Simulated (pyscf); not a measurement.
Atom transfer: `[Cl][C]([Cl])([Cl])[Cl]` + `[Cl]` [doublet] → `[Cl][Cl]` + `[Cl][C]([Cl])[Cl]` [doublet]

Gas phase, doublet surface, charge 0. Bonds broken: Cl1–C2. Bonds formed: Cl1–Cl6. Optimised with ωB97X-D3(BJ)/def2-SVP in PySCF.

Transition state (Å):

```xyz
6

Cl    -0.1620     0.0410     1.2131
C      0.4084     0.3870    -0.9241
Cl     1.5646     1.6509    -0.8299
Cl    -1.0905     0.8286    -1.6351
Cl     1.0310    -1.1287    -1.4307
Cl    -0.4516    -0.4410     3.3632
```

One imaginary mode, 434i cm⁻¹; descent along it reached the two sides named.

```tsv
bond	change	reactant side (Å)	saddle	product side
Cl1–C2	breaks	1.781	2.239	2.9
Cl1–Cl6	forms	2.9	2.222	2.032
```

Electronic energies relative to the separated reactants (eV):

| level | barrier | reaction energy | reverse barrier |
|---|---|---|---|
| ωB97X-D3(BJ)/def2-TZVP | 0.70 | +0.46 | 0.24 |
| PBE/def2-TZVP | -0.02 | +0.09 | -0.11 |
| r²SCAN/def2-TZVP | 0.17 | +0.23 | -0.07 |
| B3LYP-D3(BJ)/def2-TZVP | 0.31 | +0.30 | 0.00 |
| PBE0-D3(BJ)/def2-TZVP | 0.38 | +0.31 | 0.07 |
| M06-2X/def2-TZVP | 0.62 | +0.43 | 0.19 |
| ωB97M-D3(BJ)/def2-TZVP | 0.69 | +0.42 | 0.26 |
| HF/def2-TZVP | 1.43 | +0.64 | 0.80 |

With ωB97M-D3(BJ)/def2-TZVP energies and thermal terms (ideal gas, 1 atm, RRHO with modes under 100 cm⁻¹ raised to 100, one conformer, R ln 2 for chiral ones without a mode under 150 cm⁻¹), in eV:

```csv
T (K),ΔH‡,ΔG‡,ΔH,ΔG
298,0.66,0.90,+0.39,+0.21
600,0.65,1.14,+0.37,+0.04
900,0.64,1.38,+0.34,-0.12
1200,0.63,1.63,+0.32,-0.27
```

At PBE the saddle lies under the separated reactants, which points to a path from their complex (located at ωB97X-D3(BJ) alone). At PBE, r²SCAN this geometry lies under the product side: in single points on another level's saddle the reverse barrier vanishes, and the forward threshold there is about the reaction energy. This is the saddle that the search found; another between the same sides may lie lower. The angle at the transferred Cl is 172°. Left out: orbital degeneracy and the spin-orbit lowering of Cl.
